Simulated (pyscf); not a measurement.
PySCF, gas phase, ωB97X-D3(BJ)/def2-SVP geometries.

Question: `[FH]` + `[F][C]=[C]([F])[F]` [doublet] → `[F][C]([F])=[C]([F])[F]` + `[H]` [doublet]
Surface: doublet. Broken: F–H. Formed: C–F. Give ΔE‡ and ΔE from ωB97M-D3(BJ)/def2-TZVP, relative to the separated reactants.

Answer: ΔE‡ = 48.6 kcal/mol, ΔE = +8.2 kcal/mol. Zero-point energy shifts the barrier by -3.0 kcal/mol. It is an atom transfer, with an imaginary mode of 2027i cm⁻¹. One saddle was located; it need not be the lowest between these sides. The angle at the transferred F is 177°.
